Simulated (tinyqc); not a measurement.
Coupled-perturbed Hartree-Fock on RHF in the sto-6g basis, for BH2+, spin multiplicity 1, step by step. One step of it, computed by the program tinyqc.

Problem. Iteration 9 (converged): orbitals. Diagonalise F' = X^T F X, C = X C', fill 3 alpha and 3 beta electrons from the bottom; D = 2 C_occ C_occ^T. Each column has its largest component positive (the first on a tie).

converged F (hartree), lower triangle:
```
            1B 1s      1B 2s     1B 2px     1B 2py     1B 2pz      2H 1s      3H 1s
1B 1s   -8.048064
1B 2s   -2.239846  -1.396333
1B 2px   0.000000   0.000000  -0.175979
1B 2py  -0.000193  -0.002071   0.000000  -0.640191
1B 2pz   0.008996  -0.122575   0.000000  -0.001755  -0.240057
2H 1s   -0.530472  -0.709891   0.000000  -0.499204  -0.224820  -0.695022
3H 1s   -0.514743  -0.698685   0.000000   0.494684  -0.221818  -0.150326  -0.685308
```

X, lower triangle:
```
            1B 1s      1B 2s    1B 2px     1B 2py     1B 2pz      2H 1s     3H 1s
1B 1s    1.030348
1B 2s   -0.160744   1.259016
1B 2px   0.000000   0.000000  1.000000
1B 2py  -0.000172   0.003948  0.000000   1.194100
1B 2pz  -0.010637   0.111680  0.000000   0.001704   1.053937
2H 1s    0.024370  -0.320373  0.000000  -0.299562  -0.155009   1.240983
3H 1s    0.024307  -0.312008  0.000000   0.293504  -0.151582  -0.020418  1.232146
```

Give: F' = X^T F X; orbital energies; coefficients C; D after iteration 9.

Solution.

F' = X^T F X (hartree), lower triangle:
```
        1       2       3       4       5       6       7
1  -7.881
2  -1.103  -0.674
3   0.000   0.000  -0.176
4   0.000   0.003   0.000  -0.304
5   0.006   0.033   0.000   0.000  -0.159
6  -0.069  -0.404   0.000  -0.408  -0.175  -0.266
7  -0.064  -0.397   0.000   0.403  -0.172  -0.043  -0.269
```

orbital energies (hartree): MO1 -8.050, MO2 -0.985, MO3 -0.839, MO4 -0.246, MO5 -0.176, MO6 0.257, MO7 0.311

coefficients C:
```
           MO1     MO2     MO3     MO4    MO5     MO6     MO7
1B 1s    0.995  -0.225   0.003   0.126  0.000  -0.177  -0.020
1B 2s    0.019   0.663  -0.012  -0.549  0.000   1.033   0.124
1B 2px   0.000   0.000   0.000   0.000  1.000   0.000   0.000
1B 2py   0.000   0.008   0.587   0.000  0.000  -0.118   1.115
1B 2pz   0.000   0.115  -0.001   0.816  0.000   0.696   0.079
2H 1s   -0.003   0.309   0.385   0.216  0.000  -0.756  -0.946
3H 1s   -0.003   0.297  -0.394   0.219  0.000  -0.934   0.749
```

D after iteration 9, lower triangle:
```
         1B 1s   1B 2s  1B 2px  1B 2py  1B 2pz   2H 1s  3H 1s
1B 1s    2.083
1B 2s   -0.261   0.879
1B 2px   0.000   0.000   0.000
1B 2py   0.000  -0.004   0.000   0.689
1B 2pz  -0.051   0.153   0.000   0.001   0.027
2H 1s   -0.144   0.400   0.000   0.457   0.071   0.488
3H 1s   -0.143   0.404   0.000  -0.458   0.069  -0.119  0.488
```
